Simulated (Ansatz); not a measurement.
Basis-set extrapolation for C2H5FN2 (`N/C=C(\N)F`) (PBE0-D4/def2-TZVP geometry, frozen core, the Gaussian-basis code of Ansatz). Multiplicity 1, RHF reference.

|  | def2-TZVPP | def2-QZVPP |
| --- | --- | --- |
| HF | -287.074908 | -287.087994 |
| MP2 correlation | -0.991709 | -1.067560 |
| CCSD(T) correlation | -1.056411 | not run |

Energies in hartree. Use E(X) = E(∞) + A·exp(−7.88·√X) for Hartree–Fock and E(X) = E(∞) + B·X^(−2.97) for correlation, with X = 3 and 4, and add CCSD(T) minus MP2 of the smaller set to the MP2 limit.

What is the CCSD(T) energy at the basis-set limit?

HF limit: -287.087994 + (-0.013086) × 0.13774 = -287.08980. MP2 limit: -1.067560 + (-0.075851) × 0.74074 = -1.12375. Higher-order term: -1.056411 − (-0.991709) = -0.06470. Total: -288.27825 hartree, 92.2 kcal/mol below CCSD(T)/def2-TZVPP.
